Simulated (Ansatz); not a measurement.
Which isomer of C3H7O2+ gives these data?

These gas-phase data were calculated for one isomer of C3H7O2+ at r2SCAN-D4/def2-SVP (harmonic, unscaled wavenumbers; equilibrium rotational constants with average atomic masses):

| Property | Result |
| --- | --- |
| rotational constants | 9.89, 4.016, 2.965 GHz |
| all wavenumbers above 1500 cm⁻¹ | 3725, 3251, 3213, 3207, 3132, 3082, 3042, 1685, 1522 |

Candidates:

(1) `CC[C+](O)O`, a singlet
(2) `CO[C+](C)O`, a singlet

Task: Which candidate do the data belong to?

Result: Candidate (2). 1 mode lies between 3300 and 4000 cm⁻¹, one for each O–H bond, while (1) has 2.

The same quantities for all candidates:

|  | rotational constants (GHz) | wavenumbers above 1500 cm⁻¹ | E above the lowest, r2SCAN-D4/def2-SVP (kcal/mol) |
| --- | --- | --- | --- |
| (1) | 9.78, 3.775, 2.82 | 3706, 3643, 3184, 3178, 3071, 3051, 3008, 1657, 1568 | 0.0 |
| (2) | 9.89, 4.016, 2.965 | 3725, 3251, 3213, 3207, 3132, 3082, 3042, 1685, 1522 | 4.9 |

Harmonic stretches to hydrogen usually lie a few per cent above observed fundamentals. Each candidate is one conformer. Programs: Ansatz 0.2.0.
